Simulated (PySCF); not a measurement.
# CS: a composite coupled-cluster curve

An exercise on one series of results from a longer session: the logs are not shown, and one member is left open.

The runs use PySCF 2.14.0; CCSD(T) on RHF, no relativity in the base curves; scalar relativity is added as a correction.

Set-up of the first run:

| Property | Result |
| --- | --- |
| molecule | CS |
| state | singlet, unpaired electrons none |
| smaller basis | C cc-pVTZ, S cc-pV(T+d)Z |
| larger basis | C cc-pVQZ, S cc-pV(Q+d)Z |
| frozen core orbitals | 6 |
| extrapolation | correlation as n⁻³ (n = 3, 4), Hartree–Fock as (n+1)·exp(−9√n) |
| corrections | core–valence correlation, scalar relativity |
| distances (Å) | 1.3525, 1.4140, 1.4755, 1.5370, 1.5985, 1.6753, 1.7522 |
| masses (u) | 12.0000, 31.9721 |
| dissociation limit | C + S |

Among the steps run: Coupled cluster at each distance.

One of the session's tables, all rows but one given; the rest of the session is left out.

It belongs to the step «Coupled cluster at each distance». Parts of the energy along the bond, in eV from C + S:

```
 R (Å)  HF/CBS  CCSD corr.      (T)  core–valence  relativity
1.3525  -3.164      -2.579  -0.3200       -0.0838     -0.0045
1.4140       ?           ?        ?             ?           ?
1.4755  -4.197      -2.690  -0.3840       -0.0506      0.0041
1.5370  -4.215      -2.756  -0.4217       -0.0380      0.0063
1.5985  -4.017      -2.828  -0.4636       -0.0274      0.0076
1.6753  -3.563      -2.923  -0.5220       -0.0167      0.0082
1.7522  -2.957      -3.022  -0.5876       -0.0083      0.0081
```

Q: Estimate the row for R (Å) = 1.4140 from the others.

Worked estimate for «HF/CBS». A straight line through the neighbours (1.3525, -3.164) and (1.4755, -4.197) gives -3.164 + (-4.197 + 3.164) × (1.4140 − 1.3525) / (1.4755 − 1.3525) = -3.680; a parabola fitted to 3 rows on both sides gives -3.847.

As computed: HF/CBS: -3.883; CCSD corr.: -2.631; (T): -0.3502; core–valence: -0.0658; relativity: 0.0006. In «HF/CBS» the line misses by +0.203 and the parabola by +0.036.
